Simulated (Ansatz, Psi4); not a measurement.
HO2 (hydroperoxy): a line through the functionals

HO2: 3 atoms, total charge 0, spin state doublet. SMILES: `[O]O`. Geometry: relaxed at PBE0-D4/def2-TZVP.

The electronic atomisation energy y, in eV, basis def2-TZVPPD; a is the functional's share of exact exchange. Programs: Ansatz 0.2.0, Psi4 1.11.

| functional | program | a | y (eV) |
| --- | --- | --- | --- |
| U-revPBE | Psi4 | 0 | 7.96 |
| UPBE | Psi4 | 0 | 8.44 |
| UTPSSh | Psi4 | 0.1 | 7.55 |
| UB3LYP | Psi4 | 0.2 | 7.70 |
| UPBE0 | Psi4 | 0.25 | ? |
| U-r2SCAN0 | Ansatz | 0.25 | 7.18 |
| UBHLYP | Psi4 | 0.5 | 6.69 |

Fit y = c + s·a to the known rows and predict UPBE0.


1. Means of the 6 rows: a = 0.1750, y = 7.587.
2. Σ(Δa)² = 0.17875, Σ(Δa·Δy) = -0.531, so the slope is -0.531/0.17875 = -2.9706.
3. Intercept: 7.587 − (-2.9706) × 0.1750 = 8.107. The largest residual of the fit is 0.33.
4. UPBE0: 8.107 + (-2.9706) × 0.25 = 7.36 eV.

The run gave 7.63 eV, so the prediction is off by -0.27 eV, within the largest residual. The rows mix families of semi-local functionals, which the line can't see.
